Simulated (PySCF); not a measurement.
**Spin–spin coupling constants**

Molfile (atoms numbered from 1):
```
CHFO
     RDKit          3D

  4  3  0  0  0  0  0  0  0  0999 V2000
   -0.8600   -0.8717    0.1028 O   0  0  0  0  0  0  0  0  0  0  0  0
   -0.0752   -0.0055   -0.0067 C   0  0  0  0  0  0  0  0  0  0  0  0
    1.2438   -0.2156    0.0010 F   0  0  0  0  0  0  0  0  0  0  0  0
   -0.2710    1.0669   -0.1295 H   0  0  0  0  0  0  0  0  0  0  0  0
  1  2  2  0
  2  3  1  0
  2  4  1  0
M  END
```

Couplings: PBE0/pcJ-2 in PySCF 2.14.0 with density-fitted response routines, geometry PBE0-D3(BJ)/def2-TZVP; gas phase, one conformer, non-relativistic. Couplings are averaged over pairs made equivalent by symmetry, fast rotation or ring inversion, so a value needn't be that of the named pair in this geometry, while other rotamers aren't included; one pair stands for each set, and the list holds those of at least 1.5 Hz over up to four bonds. One-bond C–F couplings come out tens of Hz too large with common functionals.

Isotopes: ¹³C, ¹⁹F, ¹H, ¹⁷O. Couplings to quadrupolar nuclei such as 17O and 33S are rarely resolved in practice.

```json
{"pair": "O1, C2", "bonds": "1", "J (Hz)": "21.2"}
{"pair": "C2, F3", "bonds": "1", "J (Hz)": "-434.2"}
{"pair": "C2, H4", "bonds": "1", "J (Hz)": "250.5"}
{"pair": "O1, F3", "bonds": "2", "J (Hz)": "?"}
{"pair": "O1, H4", "bonds": "2", "J (Hz)": "-10.1"}
{"pair": "F3, H4", "bonds": "2", "J (Hz)": "?"}
```

Estimate the withheld couplings, with signs.

Answers


- ²J(O1,F3) = 69.6 Hz (angle at C2 123°)
- ²J(F3,H4) = 190.5 Hz (angle at C2 109°)
